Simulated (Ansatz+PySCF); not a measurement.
The numbers below are computed, except where a source is named.
**Several solutions for singlet C₄H₈**

| atom | x (Å) | y (Å) | z (Å) |
| --- | --- | --- | --- |
| C | -0.0091 | -0.0461 | -1.4764 |
| C | 0.0301 | -0.0167 | -0.0847 |
| C | 0.0290 | 1.2639 | 0.6370 |
| C | -0.0446 | -1.2532 | 0.6916 |
| H | 0.0237 | -0.8913 | -2.0163 |
| H | -0.0445 | 0.9500 | -2.0140 |
| H | 0.0418 | 2.1471 | 0.0571 |
| H | -0.8633 | 1.3609 | 1.3144 |
| H | 0.8376 | 1.3362 | 1.3237 |
| H | -0.0436 | -2.1556 | 0.0576 |
| H | 0.8980 | -1.3235 | 1.3844 |
| H | -0.9233 | -1.3190 | 1.3668 |

Basis set: def2-SVP (spherical functions). Charge 0, multiplicity 1.

UHF was run from several starts with Ansatz (development build ahead of 0.2.0) and PySCF 2.14.0.

```csv
run,program,start,converged,energy (hartree),<S²>
A,PySCF,"guess huckel, instabilities followed",yes,-155.98037,0.17
B,PySCF,"guess minao, instabilities followed",yes,-155.98037,0.17
C,Ansatz,"atomic start, no search",yes,-155.97953,0.00
D,Ansatz,search for the lowest state,yes,-155.98037,0.17
E,Ansatz,stability test followed,yes,-155.98037,0.17
F,PySCF,program defaults,yes,-155.97953,0.00
G,PySCF,"guess 1e, instabilities followed",yes,-155.98037,0.17
H,PySCF,"guess atom, instabilities followed",yes,-155.98037,0.17
```

Task: Which runs reached the lowest solution of this kind, and what is wrong with the others?

Result: A, B, D, E, G, H reached the lowest solution found. Converged but too high: C by 0.02 eV, F by 0.02 eV. Convergence only shows a stationary point, and even a stable one can lie too high; stability tests and further starts are what find lower ones. Caution: the unrestricted determinant is spin contaminated.
